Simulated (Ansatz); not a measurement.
Results of PBEsol (Ansatz, a program for electronic structure, PAW) for cubic Cu₃N.

Run with plane-wave cutoff 500 eV, 10×10×10 k mesh, Fermi–Dirac smearing 0.05 eV, no spin polarisation, scalar-relativistic PAW data made under PBE.

Computed at the level's own relaxed cell.

Give the computed volume per atom and equilibrium lattice constant a.


volume per atom: 13.34 Å³/atom
equilibrium lattice constant a: 3.765 Å

The computed numbers hold no vibrational or temperature effects.
